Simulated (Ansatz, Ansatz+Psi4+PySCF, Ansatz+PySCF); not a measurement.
```xyz
8

C     0.0000   -0.1773   -1.2224
N     0.0000    0.4820   -0.0163
C     0.0000   -0.1456    1.2122
H     0.0000    0.4052   -2.1279
H     0.0000   -1.2533   -1.1997
H     0.0000    1.4917   -0.0145
H     0.0000    0.5458    2.0075
O     0.0000   -1.3486    1.3610
```

Basis set: cc-pVTZ (spherical functions). Frozen core: 4 orbitals. Correlation on ROHF uses semicanonical orbitals with singles. Charge 0, multiplicity 2.

Computed with Ansatz (development build ahead of 0.2.0); each method stands on the lowest determinant of its kind that the runs found.

Q: Give the atomization energy at this shape (free ground-state atoms in the same class of orbitals less the molecule, no zero-point energy) of doublet C2H4NO by ROHF-MP2, UHF-MP2.

A:

```
  method  atomization energy
ROHF-MP2            32.42 eV
 UHF-MP2            32.37 eV
```
